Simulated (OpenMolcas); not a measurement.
# SiHOF (SMILES O[Si]F) at 6 levels

Aim: a comparison of 6 runs (HF/STO-3G, UHF/STO-3G, B3LYP/STO-3G, M06-2X/STO-3G, SVWN5/STO-3G, MP2/STO-3G) of SiHOF. 

The results are computed with OpenMolcas 26.06.

3 further runs of the same task are left out: 1 for a known fault of the program, 2 set aside as unsound or not needed.

### 1 The structure to begin with

The species is SiHOF (4 atoms), meant as a singlet with charge 0. SMILES: `O[Si]F`. The Si2–F3 distance was set to 2.060 Å, away from the relaxed value.

Bond lengths: O1–Si2 1.607 Å, O1–H4 0.960 Å. Angles: Si2–O1–H4 126.0°. A long bond or contact: Si2–F3 2.060 Å.

### 2 The energy at HF/STO-3G (run 1)

Input file job.inp:

```
* FHOSi Hartree-Fock

&GATEWAY
 BasLib=$CurrDir
 Coord
 4
 angstrom
 O       -0.718993       1.058951       0.022027
 Si       0.111777       0.401361       1.230227
 F        0.903200      -1.214360       0.226270
 H       -0.770803       0.723421      -0.876193
 Basis=STO-3G
 Group=NoSym

&SEWARD

&SCF
 Thresholds=1e-10 1e-07 1e-07 1e-05
 PrOrbitals=1 1
```

The basis set STO-3G is read from a file made from the Basis Set Exchange's data (not shown).

Started as:

```
export MOLCAS_MEM=1860
pymolcas job.inp > job.log
```

Output:

```text
--- Start Module: gateway ---
[...]
--- Stop Module: gateway /rc=_RC_ALL_IS_WELL_ ---
--- Start Module: seward ---
[...]
      Basis functions           20
--- Stop Module: seward /rc=_RC_ALL_IS_WELL_ ---
--- Start Module: scf ---
[...]
       Convergence after  14 Iterations
[...]
::    Total SCF energy                               -457.9824566514
[...]
      Total spin, S                                     0.0000000000
[...]
      Total electronic charge=   32.000000
      Total            charge=   -0.000000
[...]
      Dipole Moment (debye):
      Origin of the operator (angstrom)=    0.1252    0.0910    0.5969
                   X= -7.5669E-01               Y=  1.1471E+00               Z=  8.8914E-02           Total=  1.3771E+00
      Quadrupole Moment (debye*angstrom):
[...]
--- Stop Module: scf /rc=_RC_ALL_IS_WELL_ ---
[...]
```

Wall time 1.1 s (1 thread of Intel Xeon 6975P-C (Granite Rapids), shared host); peak memory 0.37 GiB.

### 3 The energy at UHF/STO-3G (run 2)

Input file job.inp:

```
&GATEWAY
BasLib = $CurrDir
Coord
4
angstrom
O       -0.718993       1.058951       0.022027
Si       0.111777       0.401361       1.230227
F        0.903200      -1.214360       0.226270
H       -0.770803       0.723421      -0.876193
Basis = STO-3G
Group = NoSym
&SEWARD
&SCF
UHF
Thresholds = 1e-10 1e-07 1e-07 1e-05
Scramble = 0.25
PrOrbitals = 1 1
```

The basis set STO-3G is read from a file made from the Basis Set Exchange's data (not shown).

Started as:

```
export MOLCAS_MEM=1860
pymolcas job.inp > job.log
```

Output:

```text
--- Start Module: gateway ---
[...]
--- Stop Module: gateway /rc=_RC_ALL_IS_WELL_ ---
--- Start Module: seward ---
[...]
      Basis functions           20
--- Stop Module: seward /rc=_RC_ALL_IS_WELL_ ---
--- Start Module: scf ---
[...]
       Convergence after  30 Iterations
[...]
::    Total SCF energy                               -457.9824566514
[...]
      Total spin, S                                    -0.0000000000
[...]
      Total electronic charge=   32.000000
      Total            charge=   -0.000000
[...]
      Dipole Moment (debye):
      Origin of the operator (angstrom)=    0.1252    0.0910    0.5969
                   X= -7.5669E-01               Y=  1.1471E+00               Z=  8.8915E-02           Total=  1.3771E+00
      Quadrupole Moment (debye*angstrom):
[...]
--- Stop Module: scf /rc=_RC_ALL_IS_WELL_ ---
[...]
```

Run time: 1.3 s. Hardware: 1 thread of Intel Xeon 6975P-C (Granite Rapids), shared host; peak memory 0.37 GiB.

Runs 3 to 5 aren't shown in full; the table further down has their settings and results.

### 4 A single-point energy at MP2/STO-3G (run 6)

Input file job.inp:

```
* FHOSi MP2
>>> EXPORT MOLCAS_PRINT=2

&gateway
  baslib=$CurrDir
  coord
  4
  angstrom
  O       -0.718993       1.058951       0.022027
  Si       0.111777       0.401361       1.230227
  F        0.903200      -1.214360       0.226270
  H       -0.770803       0.723421      -0.876193
  basis=STO-3G
  group=NoSym

&seward

&scf
  thresholds=1e-10 1e-07 1e-07 1e-05
  prorbitals=1 1

&mbpt2
  frozen=7
```

The basis set STO-3G is read from a file made from the Basis Set Exchange's data (not shown).

Started as:

```
export MOLCAS_MEM=1860
pymolcas job.inp > job.log
```

Output:

```text
--- Start Module: gateway ---
[...]
--- Stop Module: gateway /rc=_RC_ALL_IS_WELL_ ---
[...]
      Basis functions           20
[...]
--- Start Module: scf ---
[...]
       Convergence after  14 Iterations
[...]
::    Total SCF energy                               -457.9824566514
[...]
      Total spin, S                                     0.0000000000
[...]
      Total electronic charge=   32.000000
      Total            charge=   -0.000000
[...]
      Dipole Moment (debye):
      Origin of the operator (angstrom)=    0.1252    0.0910    0.5969
                   X= -7.5669E-01               Y=  1.1471E+00               Z=  8.8914E-02           Total=  1.3771E+00
      Quadrupole Moment (debye*angstrom):
[...]
--- Stop Module: scf /rc=_RC_ALL_IS_WELL_ ---
--- Start Module: mbpt2 ---
[...]
WARNING!
Default frozen orbitals as non valence orbitals is overwritten by user input.
Default values:   4
[...]
       Reference weight ( Cref**2 )         =        0.94201
::    Total MBPT2 energy                             -458.0829313753
[...]
      Total MBPT2 calculations                           0.02      0.02
--- Stop Module: mbpt2 /rc=_RC_ALL_IS_WELL_ ---
[...]
```

Run time: 1.1 s. Hardware: 1 thread of Intel Xeon 6975P-C (Granite Rapids), shared host; peak memory 0.37 GiB.

### 5 The series

```tsv
run	level	scramble	integration grid	energy (Eh)	dipole moment (D) of the reference	HOMO energy (eV)	LUMO energy (eV)	wall time
1	HF/STO-3G	–	–	-457.982457	1.38	-6.24	6.39	1.1 s
2	UHF/STO-3G	0.25	–	-457.982457	1.38	-6.24	6.39	1.3 s
3	B3LYP/STO-3G	–	UltraFine	-459.224997	1.25	-2.40	2.48	2.7 s
4	M06-2X/STO-3G	–	UltraFine	-459.234594	1.29	-4.39	3.56	3.3 s
5	SVWN5/STO-3G	–	UltraFine	-456.855811	1.38	-0.69	1.92	2.4 s
6	MP2/STO-3G	–	–	-458.082931	1.38	-6.24	6.39	1.1 s
```

### 6 What came out

| quantity | value |
| --- | --- |
| run 6: total energy | -458.08293 Eh |
| run 6: dipole moment (mean-field density) | 1.38 D |
| run 6: HOMO energy (Hartree–Fock orbitals) | -6.24 eV |
| run 6: LUMO energy (Hartree–Fock orbitals) | 6.39 eV |
| run 6: HOMO–LUMO gap (Hartree–Fock orbitals) | 12.63 eV |
| run 6: correlation energy (7 core orbitals frozen) | -100.5 mEh |

In words: Over runs 1, 2, 3, 4, 5 the dipole moment (its size) runs from 1.25 D (B3LYP/STO-3G) to 1.38 D (SVWN5/STO-3G). Over runs 1, 2, 3, 4, 5 the HOMO–LUMO gap runs from 2.62 eV (SVWN5/STO-3G) to 12.63 eV (HF/STO-3G). Exact exchange widens orbital gaps. Totals of different functionals can't be ranked against each other. In runs 1, 2, 3, 4, 5, 6 the basis is minimal, so the values are rough. All runs together took 12 s, the longest 3.3 s.
